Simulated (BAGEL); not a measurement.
# SiH4O (Si(OH)H3) at HF/6-31G(d) (density fitting with qzvpp-jkfit, spherical functions)

What is the energy change on altering one bond length of SiH4O (Si(OH)H3) at HF/6-31G* (density fitting with qzvpp-jkfit, spherical functions)? 

The calculation is run with BAGEL 1.2.2.

4 further runs of the same task are left out: 3 that didn't finish, 1 set aside as unsound or not needed.

## 1. The system as given

SiH4O: 6 atoms, total charge 0, spin state singlet. SMILES: `[H][Si]([H])([H])O`. Geometry: relaxed at GFN2-xTB.

Bond lengths: Si1–O2 1.625 Å, O2–H3 0.953 Å, Si1–H4 1.464 Å, Si1–H5 1.464 Å, Si1–H6 1.453 Å. Angles: Si1–O2–H3 122.4°, O2–Si1–H4 110.3°, O2–Si1–H5 110.3°, O2–Si1–H6 101.4°, H4–Si1–H5 108.8°, H4–Si1–H6 112.9°, H5–Si1–H6 112.9°.

## 2. A single-point energy at HF/6-31G(d) (density fitting with qzvpp-jkfit, spherical functions)

File hf.json:

```json
{ "bagel" : [

{
  "title" : "molecule",
  "basis" : "6-31gs.json",
  "df_basis" : "qzvpp-jkfit",
  "angstrom" : true,
  "geometry" : [
    { "atom" : "Si", "xyz" : [      -0.059940,      -0.114970,      -0.407910 ] },
    { "atom" : "O", "xyz" : [      -0.059540,      -0.091910,       1.217130 ] },
    { "atom" : "H", "xyz" : [       0.327320,       0.620940,       1.717260 ] },
    { "atom" : "H", "xyz" : [       1.313150,      -0.112770,      -0.916850 ] },
    { "atom" : "H", "xyz" : [      -0.760380,       1.058380,      -0.933190 ] },
    { "atom" : "H", "xyz" : [      -0.760600,      -1.359670,      -0.676430 ] }
  ]
},

{
  "title" : "hf"
},

{
  "title" : "print",
  "file" : "orbitals.molden",
  "orbitals" : true
}

]}
```

The basis set 6-31G* is read from a file made from the Basis Set Exchange's data (not shown).

On the command line:

```console
$ BAGEL_NUM_THREADS=1 BAGEL hf.json > hf.out
```

What it wrote:

```text
* using 1 threads per process

  ===============================================================
  ===============================================================

  *** Geometry ***

  { "atom" : "Si", "xyz" : [     -0.113270,     -0.217262,     -0.770838 ] },
  { "atom" : "O", "xyz" : [     -0.112514,     -0.173685,      2.300042 ] },
  { "atom" : "H", "xyz" : [      0.618545,      1.173407,      3.245151 ] },
  { "atom" : "H", "xyz" : [      2.481494,     -0.213104,     -1.732595 ] },
  { "atom" : "H", "xyz" : [     -1.436910,      2.000048,     -1.763474 ] },
  { "atom" : "H", "xyz" : [     -1.437326,     -2.569404,     -1.278267 ] },

  Number of auxiliary basis functions:      277

  Since a DF basis is specified, we compute 2- and 3-index integrals:
    o Being stored without compression. Storage requirement is 0.004 GB

  Number of basis functions:       40
  Number of electrons      :       26

    * METHOD: MOLECULE                             0.37

  *** RHF ***

  === Nuclear Repulsion ===
    65.6694777563

      * DIIS with orbital gradients will be used.

  === RHF iteration (6-31gs.json) ===
      0       -365.97826902          0.03460203           0.03
      1       -366.07099980          0.02165935           0.05
      2       -366.12539213          0.00207430           0.03
      3       -366.12612640          0.00021519           0.03
      4       -366.12613649          0.00004618           0.04
      5       -366.12613712          0.00000893           0.03
      6       -366.12613715          0.00000254           0.04
      7       -366.12613715          0.00000040           0.03
      8       -366.12613715          0.00000010           0.04
      9       -366.12613715          0.00000002           0.11
     10       -366.12613715          0.00000001           0.02
    * SCF iteration converged.

    * Permanent dipole moment:
           (   -0.290615,    -0.530771,     0.073169) a.u.

    * METHOD: HF                                   0.73

    * METHOD: PRINT                                0.00

  ===============================================================
```

Run time: 2.1 s. Hardware: 1 thread of Intel Xeon at 2.50GHz (Skylake/Cascade Lake), shared host.

## 3. The distorted shape, same level

File calc.json:

```json
{ "bagel": [

{
  "title": "molecule",
  "basis": "6-31gs.json",
  "df_basis": "qzvpp-jkfit",
  "angstrom": true,
  "geometry": [
    { "atom": "Si", "xyz": [      -0.369448,      -0.685286,      -0.808039 ] },
    { "atom": "O", "xyz": [      -0.369048,      -0.662226,       0.817001 ] },
    { "atom": "H", "xyz": [       0.327320,       0.620940,       1.717260 ] },
    { "atom": "H", "xyz": [       1.003642,      -0.683086,      -1.316979 ] },
    { "atom": "H", "xyz": [      -1.069888,       0.488064,      -1.333319 ] },
    { "atom": "H", "xyz": [      -1.070108,      -1.929986,      -1.076559 ] }
  ]
},

{ "title": "hf" },

{ "title": "print", "file": "orbitals.molden", "orbitals": true }

]}
```

The basis set 6-31G* is read from a file made from the Basis Set Exchange's data (not shown).

On the command line:

```console
$ BAGEL_NUM_THREADS=1 BAGEL calc.json > calc.out
```

What it wrote:

```text
* using 1 threads per process

  ===============================================================
  ===============================================================

  *** Geometry ***

  { "atom" : "Si", "xyz" : [     -0.698156,     -1.295003,     -1.526972 ] },
  { "atom" : "O", "xyz" : [     -0.697400,     -1.251426,      1.543908 ] },
  { "atom" : "H", "xyz" : [      0.618545,      1.173407,      3.245151 ] },
  { "atom" : "H", "xyz" : [      1.896609,     -1.290845,     -2.488730 ] },
  { "atom" : "H", "xyz" : [     -2.021795,      0.922307,     -2.519608 ] },
  { "atom" : "H", "xyz" : [     -2.022211,     -3.647145,     -2.034402 ] },

  Number of auxiliary basis functions:      277

  Since a DF basis is specified, we compute 2- and 3-index integrals:
    o Being stored without compression. Storage requirement is 0.004 GB

  Number of basis functions:       40
  Number of electrons      :       26

    * METHOD: MOLECULE                             0.28

  *** RHF ***

  === Nuclear Repulsion ===
    62.8996661954

      * DIIS with orbital gradients will be used.

  === RHF iteration (6-31gs.json) ===
      0       -365.69535692          0.04120771           0.03
      1       -365.72534744          0.04272572           0.05
      2       -365.95100443          0.00309881           0.03
      3       -365.95395983          0.00096911           0.02
      4       -365.95432406          0.00029475           0.06
      5       -365.95436548          0.00011064           0.04
      6       -365.95437089          0.00004200           0.02
      7       -365.95437195          0.00002503           0.04
      8       -365.95437240          0.00000764           0.05
      9       -365.95437242          0.00000174           0.07
     10       -365.95437242          0.00000041           0.05
     11       -365.95437242          0.00000012           0.03
     12       -365.95437242          0.00000005           0.03
     13       -365.95437242          0.00000002           0.03
     14       -365.95437242          0.00000001           0.02
    * SCF iteration converged.

    * Permanent dipole moment:
           (   -0.355899,    -0.652381,    -0.029859) a.u.

    * METHOD: HF                                   0.85

    * METHOD: PRINT                                0.01

  ===============================================================
```

Run time: 1.7 s. Hardware: 1 thread of Intel Xeon at 2.50GHz (Skylake/Cascade Lake), shared host.

## 4. What came out

At HF/6-31G* (density fitting with qzvpp-jkfit, spherical functions):

| quantity | value |
| --- | --- |
| first shape: total energy | -366.12614 Eh |
| first shape: dipole moment | 1.55 D |
| first shape: HOMO energy | -12.33 eV |
| first shape: LUMO energy | 3.66 eV |
| first shape: HOMO–LUMO gap | 15.99 eV |
| distorted shape: total energy | -365.95437 Eh |
| distorted shape: dipole moment | 1.89 D |
| distorted shape: HOMO energy | -11.84 eV |
| distorted shape: LUMO energy | 0.20 eV |
| distorted shape: HOMO–LUMO gap | 12.04 eV |
| energy change with the O2–H3 bond stretched from 0.953 to 1.715 Å | 4.674 eV |

In words: With the O2–H3 bond stretched from 0.953 to 1.715 Å the energy rises by 4.67 eV (451 kJ/mol). The first shape isn't relaxed at this level, so the change isn't measured from a minimum. A restricted reference can't describe the breaking bond well at this length.
